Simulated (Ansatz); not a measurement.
Stepwise reaction of `CBC` with water, as a gas-phase model of exchange steps in deposition or etching. ΔE in kJ/mol.

Computed with Ansatz on PBE0-D4/def2-TZVP structures; ΔE is electronic, products minus reactants. CCSD(T)/CBS is the MP2 limit (def2-TZVPP, def2-QZVPP) plus CCSD(T) − MP2 in def2-TZVPP, frozen cores. This one scheme is used for every species. Functionals use def2-TZVPP. B3LYP here is the variant with VWN-RPA as its local correlation; programs differ in this. One conformer a species, not always the lowest.

```tsv
step	reaction	PBE-D4	B3LYP-D4	ωB97M-V	CCSD(T)/CBS
2	`CBO` + H₂O → `OBO` + CH₄	-132.6	-139.7	-136.6	-132.1
```

Question: Give the row of step 1, `CBC` + H₂O → `CBO` + CH₄. (Best estimate.)

Answer: Ansatz gave: 
| step | reaction | PBE-D4 | B3LYP-D4 | ωB97M-V | CCSD(T)/CBS |
| --- | --- | --- | --- | --- | --- |
| 1 | `CBC` + H₂O → `CBO` + CH₄ | -145.1 | -150.5 | -147.8 | -143.0 |

Question: By hand: ΔE of the 2 steps together at CCSD(T)/CBS.

Answer: (-143.0) + (-132.1) = -275.1 kJ/mol, or -137.6 kJ/mol a step.

In ΔE each step is higher than the one before. All are downhill at CCSD(T)/CBS. PBE-D4 differs from CCSD(T)/CBS by -2.1 to -0.5 kJ/mol a step. Isolated molecules leave out the surface, adducts and barriers. Largest T1 diagnostic: 0.013.
